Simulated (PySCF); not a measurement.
Molecule: diphosphine (SMILES PP).

Geometry (Å), atoms numbered from 1 in this order:
```xyz
6

P     0.4975    0.9021   -0.3160
P    -0.4969   -0.9046    0.3037
H     1.3561    0.9190    0.7839
H     1.4368    0.2310   -1.0996
H    -1.3636   -0.9153   -0.7900
H    -1.4268   -0.2303    1.0963
```

Frames of a GFN2-xTB Langevin trajectory at 400 K; GIAO PBE0/pcSseg-1 shieldings in PySCF, gas phase, non-relativistic; equivalent atoms averaged within each frame.

References, each an isolated molecule treated in the same way: H3PO4 for ³¹P (318.38 ppm); ¹H (31.72 ppm) vs TMS. The references are static minima.

Task: How do the shifts (ppm) fluctuate along the trajectory?

Result: 
| time (fs) | P1/P2 | H3/H4/H5/H6 |
| --- | --- | --- |
| optimised geometry | -240.9 | 2.23 |
| 250 | -241.8 | 2.95 |
| 425 | -249.1 | 2.69 |
| 625 | -231.8 | 3.63 |
| 800 | -236.7 | 2.59 |
| 1000 | -233.6 | 2.83 |
| mean of frames | -238.6 | 2.94 |
| standard deviation | 7.0 | 0.41 |

5 frames give an uncertainty of the mean of about the standard deviation over 2.2 at best, since frames this close in time may not be independent; classical motion lacks zero-point vibration, and the reference would need the same averaging.
